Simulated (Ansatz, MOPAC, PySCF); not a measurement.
Molecule: thioethanol, C₂H₆S, net charge 0, singlet state. SMILES: C(C)S
Structure (B3LYP-D3(BJ)/def2-TZVP (Ansatz, a first-principles code) minimum search):
```xyz
9

C      1.5260     0.6696    -0.0051
C      0.0131     0.8318     0.0111
S     -0.7684    -0.8280    -0.0040
H     -2.0453    -0.4120     0.0134
H     -0.3062     1.3641     0.9064
H     -0.3226     1.3880    -0.8635
H      2.0088     1.6484     0.0036
H      1.8712     0.1133     0.8677
H      1.8548     0.1370    -0.8989
```

Unscaled harmonic wavenumbers (cm⁻¹) in rising order, each level at the stationary point that it reaches from this structure (no distance between atoms moves by over 0.3 Å); the order of modes can differ between levels, and a negative number is imaginary. B3LYP-D3(BJ)/def2-TZVP (PySCF, at the structure above): 180, 252, 305, 665, 795, 864, 994, 1045, 1114, 1271, 1301, 1417, 1494, 1494, 1505, 2671, 3036, 3056, 3089, 3100, 3114.

PM7 (MOPAC): 101, 172, 302, 691, 818, 844, 1022, 1068, 1150, 1178, 1262, 1292, 1293, 1322, 1399, 2548, 2638, 2668, 2674, 2717, 2778. Zero-point energy 42.8 against 46.8 kcal/mol; where all levels lie over 400 cm⁻¹, the wavenumbers are on average 0.941 times those of B3LYP-D3(BJ)/def2-TZVP.

B3LYP/6-31G* (Ansatz): 182, 258, 302, 664, 800, 868, 1001, 1061, 1125, 1286, 1325, 1443, 1520, 1524, 1535, 2675, 3056, 3075, 3115, 3123, 3139. Zero-point energy 47.3 against 46.8 kcal/mol; where all levels lie over 400 cm⁻¹, the wavenumbers are on average 1.010 times those of B3LYP-D3(BJ)/def2-TZVP.
